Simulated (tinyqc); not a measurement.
Worked calculation: MP2 on RHF in the sto-6g basis, for OH-, spin multiplicity 1. The basis has no diffuse functions, so it cannot describe the extra electron: this is an exercise in the method, not the real anion. Computed by tinyqc, a small Python program that keeps every step (integrals from PySCF). Settings: charge = -1, multiplicity = 1, basis = sto-6g, method = RHF, energy threshold = 1e-10, iteration cap = 53, orthogonalisation = symmetric, start = core, DIIS depth = 6. Command: `OMP_NUM_THREADS=1 python tinyqc.py 26854 26855 out.jsonl` (the two numbers bound the seeds that draw the settings). One thread of a shared host (Intel(R) Xeon(R) Processor @ 2.60GHz), about 0.2 s of CPU time with the checks. The early iterations of the SCF are left out here.

## One-electron integrals

Geometry (angstrom):
```
atom       x       y       z
O     0.0000  0.0000  0.0000
H     0.0000  0.0000  1.3810
```

Basis sto-6g: exponents (1/bohr^2) and contraction coefficients of normalised primitives:
```
element  l (shell)   exponent  coefficient
O            s (1)  1355.5842       0.0092
O            s (1)   248.5449       0.0494
O            s (1)    69.5339       0.1685
O            s (1)    23.8868       0.3706
O            s (1)     9.2759       0.4165
O            s (1)     3.8203       0.1303
O            s (2)    52.1878      -0.0133
O            s (2)    10.3293      -0.0470
O            s (2)     3.2103      -0.0338
O            s (2)     1.2351       0.2502
O            s (2)     0.5364       0.5951
O            s (2)     0.2459       0.2407
O            p (3)    52.1878       0.0038
O            p (3)    10.3293       0.0377
O            p (3)     3.2103       0.1739
O            p (3)     1.2351       0.4180
O            p (3)     0.5364       0.4259
O            p (3)     0.2459       0.1017
H            s (1)    35.5232       0.0092
H            s (1)     6.5131       0.0494
H            s (1)     1.8221       0.1685
H            s (1)     0.6260       0.3706
H            s (1)     0.2431       0.4165
H            s (1)     0.1001       0.1303
```

Overlap, kinetic and nuclear-attraction integrals over the contracted functions; the nuclear repulsion is the sum of Za Zb / Rab.

nuclear repulsion = 3.065473 hartree

overlap S, order 1O 1s, 1O 2s, 1O 2px, 1O 2py, 1O 2pz, 2H 1s:
$$\begin{pmatrix}
1.0000 & 0.2311 & 0.0000 & 0.0000 & 0.0000 & 0.0208 \\
0.2311 & 1.0000 & 0.0000 & 0.0000 & 0.0000 & 0.2479 \\
0.0000 & 0.0000 & 1.0000 & 0.0000 & 0.0000 & 0.0000 \\
0.0000 & 0.0000 & 0.0000 & 1.0000 & 0.0000 & 0.0000 \\
0.0000 & 0.0000 & 0.0000 & 0.0000 & 1.0000 & 0.2361 \\
0.0208 & 0.2479 & 0.0000 & 0.0000 & 0.2361 & 1.0000
\end{pmatrix}$$

kinetic energy T (hartree), order 1O 1s, 1O 2s, 1O 2px, 1O 2py, 1O 2pz, 2H 1s:
$$\begin{pmatrix}
29.3272 & -0.8960 & 0.0000 & 0.0000 & 0.0000 & -0.0059 \\
-0.8960 & 0.8426 & 0.0000 & 0.0000 & 0.0000 & 0.0062 \\
0.0000 & 0.0000 & 2.5313 & 0.0000 & 0.0000 & 0.0000 \\
0.0000 & 0.0000 & 0.0000 & 2.5313 & 0.0000 & 0.0000 \\
0.0000 & 0.0000 & 0.0000 & 0.0000 & 2.5313 & 0.0657 \\
-0.0059 & 0.0062 & 0.0000 & 0.0000 & 0.0657 & 0.7685
\end{pmatrix}$$

nuclear attraction V (hartree), order 1O 1s, 1O 2s, 1O 2px, 1O 2py, 1O 2pz, 2H 1s:
$$\begin{pmatrix}
-61.6415 & -6.2399 & 0.0000 & 0.0000 & -0.0079 & -0.6414 \\
-6.2399 & -9.3832 & 0.0000 & 0.0000 & -0.0936 & -1.6455 \\
0.0000 & 0.0000 & -9.3665 & 0.0000 & 0.0000 & 0.0000 \\
0.0000 & 0.0000 & 0.0000 & -9.3665 & 0.0000 & 0.0000 \\
-0.0079 & -0.0936 & 0.0000 & 0.0000 & -9.4154 & -1.3787 \\
-0.6414 & -1.6455 & 0.0000 & 0.0000 & -1.3787 & -4.2849
\end{pmatrix}$$

core Hamiltonian H = T + V (hartree), order 1O 1s, 1O 2s, 1O 2px, 1O 2py, 1O 2pz, 2H 1s:
$$\begin{pmatrix}
-32.3143 & -7.1359 & 0.0000 & 0.0000 & -0.0079 & -0.6473 \\
-7.1359 & -8.5406 & 0.0000 & 0.0000 & -0.0936 & -1.6393 \\
0.0000 & 0.0000 & -6.8352 & 0.0000 & 0.0000 & 0.0000 \\
0.0000 & 0.0000 & 0.0000 & -6.8352 & 0.0000 & 0.0000 \\
-0.0079 & -0.0936 & 0.0000 & 0.0000 & -6.8841 & -1.3130 \\
-0.6473 & -1.6393 & 0.0000 & 0.0000 & -1.3130 & -3.5164
\end{pmatrix}$$

## Two-electron integrals

Functions are numbered as in S; the eight-fold symmetry (ij|kl) = (ji|kl) = (kl|ij) leaves the list below.

Two-electron integrals (ij|kl) in chemists' order, unique and non-zero (hartree):
```
(11|11) 4.7875   (21|11) 0.6759   (21|21) 0.1215   (22|11) 1.1174
(22|21) 0.2492   (22|22) 0.8174   (31|31) 0.0258   (32|31) 0.0391
(32|32) 0.1807   (33|11) 1.1174   (33|21) 0.2492   (33|22) 0.8174
(33|33) 0.8807   (41|41) 0.0258   (42|41) 0.0391   (42|42) 0.1807
(43|43) 0.0475   (44|11) 1.1174   (44|21) 0.2492   (44|22) 0.8174
(44|33) 0.7857   (44|44) 0.8807   (51|51) 0.0258   (52|51) 0.0391
(52|52) 0.1807   (53|53) 0.0475   (54|54) 0.0475   (55|11) 1.1174
(55|21) 0.2492   (55|22) 0.8174   (55|33) 0.7857   (55|44) 0.7857
(55|55) 0.8807   (61|11) 0.0646   (61|21) 0.0111   (61|22) 0.0224
(61|33) 0.0224   (61|44) 0.0224   (61|51) 0.0005   (61|52) 0.0011
(61|55) 0.0225   (61|61) 0.0010   (62|11) 0.1850   (62|21) 0.0420
(62|22) 0.1561   (62|33) 0.1534   (62|44) 0.1534   (62|51) 0.0034
(62|52) 0.0266   (62|55) 0.1616   (62|61) 0.0039   (62|62) 0.0401
(63|31) 0.0043   (63|32) 0.0253   (63|53) 0.0053   (63|63) 0.0051
(64|41) 0.0043   (64|42) 0.0253   (64|54) 0.0053   (64|64) 0.0051
(65|11) 0.1473   (65|21) 0.0338   (65|22) 0.1340   (65|33) 0.1284
(65|44) 0.1284   (65|51) 0.0065   (65|52) 0.0459   (65|55) 0.1452
(65|61) 0.0032   (65|62) 0.0418   (65|65) 0.0481   (66|11) 0.3806
(66|21) 0.0879   (66|22) 0.3756   (66|33) 0.3631   (66|44) 0.3631
(66|51) 0.0075   (66|52) 0.0840   (66|55) 0.4005   (66|61) 0.0082
(66|62) 0.1336   (66|65) 0.1578   (66|66) 0.7750
```

## Orthogonalisation

S = U s U^T; symmetric (Loewdin) form X = U s^(-1/2) U^T, so that X^T S X = 1.

eigenvalues of S: [0.6204, 0.8502, 1.0000, 1.0000, 1.1316, 1.3978]

X, order 1O 1s, 1O 2s, 1O 2px, 1O 2py, 1O 2pz, 2H 1s:
$$\begin{pmatrix}
1.0212 & -0.1226 & 0.0000 & 0.0000 & -0.0028 & 0.0129 \\
-0.1226 & 1.0473 & 0.0000 & 0.0000 & 0.0246 & -0.1368 \\
0.0000 & 0.0000 & 1.0000 & 0.0000 & 0.0000 & 0.0000 \\
0.0000 & 0.0000 & 0.0000 & 1.0000 & 0.0000 & 0.0000 \\
-0.0028 & 0.0246 & 0.0000 & 0.0000 & 1.0229 & -0.1277 \\
0.0129 & -0.1368 & 0.0000 & 0.0000 & -0.1277 & 1.0485
\end{pmatrix}$$

## Iteration 7 (converged): orbitals

converged F (hartree), order 1O 1s, 1O 2s, 1O 2px, 1O 2py, 1O 2pz, 2H 1s:
$$\begin{pmatrix}
-19.8066 & -4.8081 & 0.0000 & 0.0000 & -0.0121 & -0.4385 \\
-4.8081 & -1.7294 & 0.0000 & 0.0000 & 0.0268 & -0.3552 \\
0.0000 & 0.0000 & 0.1519 & 0.0000 & 0.0000 & 0.0000 \\
0.0000 & 0.0000 & 0.0000 & 0.1519 & 0.0000 & 0.0000 \\
-0.0121 & 0.0268 & 0.0000 & 0.0000 & 0.5534 & -0.2337 \\
-0.4385 & -0.3552 & 0.0000 & 0.0000 & -0.2337 & 0.1212
\end{pmatrix}$$

Diagonalise F' = X^T F X, C = X C', fill 5 alpha and 5 beta electrons from the bottom; D = 2 C_occ C_occ^T. Each column has its largest component positive (the first on a tie).

F' = X^T F X (hartree):
$$\begin{pmatrix}
-19.4891 & -2.4629 & 0.0000 & 0.0000 & -0.0308 & -0.0282 \\
-2.4629 & -0.8673 & 0.0000 & 0.0000 & 0.0985 & -0.2391 \\
0.0000 & 0.0000 & 0.1519 & 0.0000 & 0.0000 & 0.0000 \\
0.0000 & 0.0000 & 0.0000 & 0.1519 & 0.0000 & 0.0000 \\
-0.0308 & 0.0985 & 0.0000 & 0.0000 & 0.6448 & -0.3571 \\
-0.0282 & -0.2391 & 0.0000 & 0.0000 & -0.3571 & 0.2771
\end{pmatrix}$$

orbital energies (hartree): MO1 -19.8096, MO2 -0.6086, MO3 0.0904, MO4 0.1519, MO5 0.1519, MO6 0.8934

coefficients C, order 1O 1s, 1O 2s, 1O 2px, 1O 2py, 1O 2pz, 2H 1s:
$$\begin{pmatrix}
0.9969 & -0.2425 & 0.0581 & 0.0000 & 0.0000 & -0.0453 \\
0.0131 & 0.9856 & -0.3138 & 0.0000 & 0.0000 & 0.2475 \\
0.0000 & 0.0000 & 0.0000 & 0.9986 & 0.0527 & 0.0000 \\
0.0000 & 0.0000 & 0.0000 & -0.0527 & 0.9986 & 0.0000 \\
0.0010 & -0.0150 & 0.4611 & 0.0000 & 0.0000 & 0.9222 \\
-0.0019 & 0.1326 & 0.8014 & 0.0000 & 0.0000 & -0.6890
\end{pmatrix}$$

D after iteration 7, order 1O 1s, 1O 2s, 1O 2px, 1O 2py, 1O 2pz, 2H 1s:
$$\begin{pmatrix}
2.1122 & -0.4884 & 0.0000 & 0.0000 & 0.0629 & 0.0250 \\
-0.4884 & 2.1400 & 0.0000 & 0.0000 & -0.3189 & -0.2417 \\
0.0000 & 0.0000 & 2.0000 & 0.0000 & 0.0000 & 0.0000 \\
0.0000 & 0.0000 & 0.0000 & 2.0000 & 0.0000 & 0.0000 \\
0.0629 & -0.3189 & 0.0000 & 0.0000 & 0.4256 & 0.7350 \\
0.0250 & -0.2417 & 0.0000 & 0.0000 & 0.7350 & 1.3196
\end{pmatrix}$$

Within a degenerate level the vectors are fixed only up to a rotation; this is one choice.

## Convergence

Stop when the energy changes by less than 1e-10 hartree and every element of the error matrix X^T (F D S - S D F) X is below 3e-06.

Course of the cycle:
```
iteration  E (hartree)     change  largest element of the error matrix
1           -73.658088          -                             4.34e-01
2           -74.652677  -9.95e-01                             2.61e-01
3           -74.737088  -8.44e-02                             1.06e-01
4           -74.749622  -1.25e-02                             2.56e-03
5           -74.749629  -7.23e-06                             2.59e-05
6           -74.749629  -2.23e-10                             8.02e-06
7           -74.749629  -4.42e-11                             6.34e-07
```

PySCF RHF in the same basis = -74.749629 hartree

Converged in 7 iterations.

## Integrals over molecular orbitals

(pq|rs) = sum C_ip C_jq C_kr C_ls (ij|kl), one index at a time.

one-electron integrals over orbitals h = C^T H C (hartree):
$$\begin{pmatrix}
-32.3018 & 0.6298 & -0.1481 & 0.0000 & 0.0000 & 0.1186 \\
0.6298 & -7.2276 & 0.6067 & 0.0000 & 0.0000 & -0.5769 \\
-0.1481 & 0.6067 & -4.5913 & 0.0000 & 0.0000 & -1.6084 \\
0.0000 & 0.0000 & 0.0000 & -6.8352 & 0.0000 & 0.0000 \\
0.0000 & 0.0000 & 0.0000 & 0.0000 & -6.8352 & 0.0000 \\
0.1186 & -0.5769 & -1.6084 & 0.0000 & 0.0000 & -5.8081
\end{pmatrix}$$

Two-electron integrals over orbitals (pq|rs), unique and non-zero (hartree):
```
(11|11) 4.7641     (21|11) -0.4709    (21|21) 0.0747     (22|11) 1.0939
(22|21) -0.0211    (22|22) 0.7608     (31|11) 0.1151     (31|21) -0.0185
(31|22) 0.0052     (31|31) 0.0106     (32|11) -0.1564    (32|21) 0.0051
(32|22) -0.0717    (32|31) 0.0084     (32|32) 0.0942     (33|11) 0.6052
(33|21) -0.0043    (33|22) 0.5137     (33|31) 1.60e-04   (33|32) 0.0355
(33|33) 0.6105     (41|41) 0.0266     (42|41) 0.0350     (42|42) 0.1647
(43|41) -0.0078    (43|42) -0.0324    (43|43) 0.0214     (44|11) 1.1171
(44|21) -0.0127    (44|22) 0.7853     (44|31) 0.0030     (44|32) -0.0852
(44|33) 0.4952     (44|44) 0.8807     (51|51) 0.0266     (52|51) 0.0350
(52|52) 0.1647     (53|51) -0.0078    (53|52) -0.0324    (53|53) 0.0214
(54|54) 0.0475     (55|11) 1.1171     (55|21) -0.0127    (55|22) 0.7853
(55|31) 0.0030     (55|32) -0.0852    (55|33) 0.4952     (55|44) 0.7857
(55|55) 0.8807     (61|11) -0.0907    (61|21) 0.0142     (61|22) -0.0041
(61|31) 0.0080     (61|32) 0.0189     (61|33) -0.0023    (61|44) -0.0024
(61|55) -0.0024    (61|61) 0.0247     (62|11) 0.1145     (62|21) -0.0042
(62|22) 0.0571     (62|31) 0.0153     (62|32) 0.0637     (62|33) 0.0056
(62|44) 0.0630     (62|55) 0.0630     (62|61) 0.0257     (62|62) 0.1170
(63|11) 0.3186     (63|21) -0.0044    (63|22) 0.1809     (63|31) -0.0020
(63|32) -0.0900    (63|33) -0.0465    (63|44) 0.1903     (63|55) 0.1903
(63|61) -0.0069    (63|62) 0.0094     (63|63) 0.1884     (64|41) 0.0059
(64|42) 0.0242     (64|43) 0.0167     (64|64) 0.0380     (65|51) 0.0059
(65|52) 0.0242     (65|53) 0.0167     (65|65) 0.0380     (66|11) 0.9476
(66|21) -0.0112    (66|22) 0.6796     (66|31) 0.0078     (66|32) -0.0082
(66|33) 0.5800     (66|44) 0.6733     (66|55) 0.6733     (66|61) 0.0074
(66|62) 0.0682     (66|63) 0.0965     (66|66) 0.7025
```

## Second-order Moller-Plesset energy

Hartree-Fock energy = -74.749629 hartree

E2 = sum_ijab (ia|jb) [2 (ia|jb) - (ib|ja)] / (e_i + e_j - e_a - e_b) over occupied i, j and virtual a, b; the opposite-spin part is (ia|jb)^2 / denominator, the rest is same-spin, and SCS-MP2 scales them by 6/5 and 1/3.

Terms:
```
i  j  a  b  (ia|jb)  (ib|ja)  denominator       term
3  3  6  6   0.1884   0.1884      -1.6060    -0.0221
2  2  6  6   0.1170   0.1170      -3.0039    -0.0046
5  5  6  6   0.0380   0.0380      -1.4830    -0.0010
4  4  6  6   0.0380   0.0380      -1.4830    -0.0010
2  3  6  6   0.0094   0.0094      -2.3050  -3.83e-05
3  2  6  6   0.0094   0.0094      -2.3050  -3.83e-05
1  2  6  6   0.0257   0.0257     -22.2049  -2.98e-05
2  1  6  6   0.0257   0.0257     -22.2049  -2.98e-05
1  1  6  6   0.0247   0.0247     -41.4058  -1.47e-05
3  1  6  6  -0.0069  -0.0069     -21.5059  -2.21e-06
1  3  6  6  -0.0069  -0.0069     -21.5059  -2.21e-06
```

Pair energies (hartree; pair i-j sums ij and ji):
```
pair  opposite spin  same spin
1-1       -1.47e-05     0.0000
2-1       -5.96e-05     0.0000
2-2         -0.0046     0.0000
3-1       -4.43e-06     0.0000
3-2       -7.65e-05     0.0000
3-3         -0.0221     0.0000
4-4         -0.0010     0.0000
5-5         -0.0010     0.0000
```

MP2 correlation energy = -0.028754 hartree

SCS-MP2 correlation energy = -0.034505 hartree

MP2 total energy = -74.778383 hartree
